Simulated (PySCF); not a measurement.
# BHO2 (oxoborinic acid): CCSDT/STO-6G

What is the energy change on altering one bond length of BHO2 (oxoborinic acid) at CCSDT/STO-6G? Input form: a Python script.

The results are computed with PySCF 2.14.0.

6 further runs of the same task are left out: 6 set aside as unsound or not needed.

## (1) The system as given

BHO2: 4 atoms, total charge 0, spin state singlet. SMILES: `O=BO`. The shape is that of a PBE0-D4/def2-TZVP optimisation.

Bond lengths: O1–B2 1.210 Å, B2–O3 1.322 Å, O3–H4 0.960 Å. Angles: O1–B2–O3 177.5°, B2–O3–H4 117.0°.

## (2) The energy at CCSDT/STO-6G

The input, run.py:

```python
from pyscf import gto, cc

mol = gto.M(
    atom='O -1.555100 0.523500 0.428500; B -0.423900 0.132000 0.248600; O 0.816700 -0.302000 0.108600; H 1.162300 -0.353500 -0.785700',
    max_memory=1860,
    spin=0,
    charge=0,
    basis='sto-6g',
    verbose=3,
)

mf = mol.RHF()
mf.conv_tol = 1e-10
mf.kernel()
if not mf.converged:
    mf = mf.newton().run(mf.mo_coeff, mf.mo_occ)

mycc = cc.CCSDT(mf, frozen=3)
mycc.kernel()
e_tot = mycc.e_tot
print(f'total energy: {e_tot:.8f} hartree')
```

Started as:

```sh
$ OMP_NUM_THREADS=1 python run.py
```

Log:

```text
converged SCF energy = -174.374346146647
_make_eris_incore_RCCSDT

WARN: A large `blksize` is being used, which may cause large memory consumption
      for storing contraction intermediates. If memory is sufficient, consider using
      `pyscf.cc.rccsdt_highm.RCCSDT` instead.

RCCSDT converged
E(RCCSDT) = -174.5516308859977   E_corr = -0.177284739350333
E_corr(same-spin) = -0.0340357141629129
E_corr(oppo-spin) = -0.14324902518742
total energy: -174.55163089 hartree
```

It took 1.2 s on 1 thread of Intel Xeon 6975P-C (Granite Rapids), shared host; peak memory 0.12 GiB.

## (3) The distorted shape at the same level

The input, input.py:

```python
from pyscf import gto, scf, cc

mol = gto.M(
    atom='''
O   -1.624233   0.533802   0.607393
B   -0.493033   0.142302   0.427493
O    0.747567  -0.291698   0.287493
H    1.162300  -0.353500  -0.785700
''',
    verbose=3,
    max_memory=1860,
    basis='sto-6g',
    spin=0,
)

mf = scf.RHF(mol)
mf.conv_tol = 1e-10
mf.kernel()
if not mf.converged:
    mf = mf.newton().run(mf.mo_coeff, mf.mo_occ)

mycc = cc.CCSDT(mf, frozen=3)
mycc.kernel()
energy = mycc.e_tot
print('E(%s) = %.9f' % ('CCSDT', energy))
```

Started as:

```sh
$ OMP_NUM_THREADS=1 python input.py
```

Log:

```text
converged SCF energy = -174.347868924577
_make_eris_incore_RCCSDT

WARN: A large `blksize` is being used, which may cause large memory consumption
      for storing contraction intermediates. If memory is sufficient, consider using
      `pyscf.cc.rccsdt_highm.RCCSDT` instead.

RCCSDT converged
E(RCCSDT) = -174.5392798047272   E_corr = -0.1914108801500489
E_corr(same-spin) = -0.0349796380688606
E_corr(oppo-spin) = -0.156431242081188
E(CCSDT) = -174.539279805
```

It took 1.2 s on 1 thread of Intel Xeon 6975P-C (Granite Rapids), shared host; peak memory 0.1 GiB.

## (4) What came out

Level: CCSDT/STO-6G, 3 core orbitals frozen.

| quantity | value |
| --- | --- |
| first shape: total energy | -174.55163 Eh |
| first shape: dipole moment (Hartree–Fock density) | 2.78 D |
| first shape: HOMO energy (Hartree–Fock orbitals) | -9.92 eV |
| first shape: LUMO energy (Hartree–Fock orbitals) | 10.22 eV |
| first shape: HOMO–LUMO gap (Hartree–Fock orbitals) | 20.13 eV |
| first shape: correlation energy (3 core orbitals frozen) | -177.3 mEh |
| first shape: T1 diagnostic | 0.018 |
| distorted shape: total energy | -174.53928 Eh |
| distorted shape: dipole moment (Hartree–Fock density) | 2.85 D |
| distorted shape: HOMO energy (Hartree–Fock orbitals) | -9.82 eV |
| distorted shape: LUMO energy (Hartree–Fock orbitals) | 8.82 eV |
| distorted shape: HOMO–LUMO gap (Hartree–Fock orbitals) | 18.63 eV |
| distorted shape: correlation energy (3 core orbitals frozen) | -191.4 mEh |
| distorted shape: T1 diagnostic | 0.019 |
| energy change with the O3–H4 bond stretched from 0.960 to 1.152 Å | 0.336 eV |

With the O3–H4 bond stretched from 0.960 to 1.152 Å the energy rises by 0.34 eV (32.4 kJ/mol). The first shape isn't relaxed at this level, so the change isn't measured from a minimum. The minimal basis adds a large error of its own. Mulliken charges (first shape) of the mean-field density run from -0.40 on O3 to +0.49 on B2; they depend strongly on the basis.
